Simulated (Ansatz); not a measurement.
Two structures of BSiH5S, closed shell, reached by relaxing down either side of one saddle point (PBE0-D4/def2-TZVP). Energies are electronic, without zero-point energy. Computed with Ansatz 0.2.0 (basis: def2-TZVPP and def2-QZVPP); correlated methods freeze the cores. Extrapolation: Hartree–Fock as exp(−7.88 √X), correlation as X^−2.97. First:

```xyz
8
angstrom
B -0.9630 -0.1834 -0.3941
Si 0.7667 -0.4702 0.5781
S -1.3818 1.3057 -1.2378
H -0.2714 2.0301 -1.0030
H -1.8149 -1.0192 -0.4539
H 0.5152 -0.7714 2.0156
H 1.6425 0.7338 0.4987
H 1.5066 -1.6255 -0.0035
```

Second:

```
8
angstrom
B -2.1137 -0.3227 -0.9563
Si 1.2624 0.1169 0.5959
S -1.9963 1.2111 -1.3916
H 1.3773 1.4719 0.0042
H -2.2036 -1.4497 -0.6372
H 0.1228 0.0774 1.5472
H 2.5148 -0.2237 1.3189
H 1.0363 -0.8813 -0.4810
```

Task: Which bonds change from the first to the second?

Result: BSiH₅S ([SiH3][BH][SH]) → BHS ([BH][S]) + SiH₄; bonds formed: Si2–H4; bonds broken: B1–Si2, S3–H4.

Task: Give the saddle point's structure and its height above each. (To be estimated.)

Result: By the calculation: 46.86 kcal/mol above the first and 37.93 kcal/mol above the second (CCSD(T) at an estimated basis limit (MP2 extrapolated from triple and quadruple zeta, plus CCSD(T) − MP2 in triple zeta)).
| atom | x (Å) | y (Å) | z (Å) |
| --- | --- | --- | --- |
| B1 | -1.0587 | 0.0683 | -0.5503 |
| Si2 | 0.8056 | -0.2723 | 0.5109 |
| S3 | -1.5421 | 1.4966 | -1.3841 |
| H4 | -0.1556 | 0.9963 | -0.4909 |
| H5 | -1.5489 | -1.0063 | -0.3452 |
| H6 | 0.3213 | -0.6079 | 1.8717 |
| H7 | 1.8425 | 0.7912 | 0.5789 |
| H8 | 1.3359 | -1.4660 | -0.1909 |

No T1 diagnostic of these runs exceeds 0.021.

Labels in which every atom is bracketed show which atoms are joined, not bond orders.

For scale, one of the runs: CCSD(T)/def2-TZVPP, 185 basis functions, launched by `ansatz run in.yaml --threads 2 --pin off --events-out ev --progress --plain --max-ram 4352MiB`. Time: 18 s of wall clock on 2 CPU threads of an AMD EPYC 9R14; the host was shared. Peak host memory: 1.7 GiB.
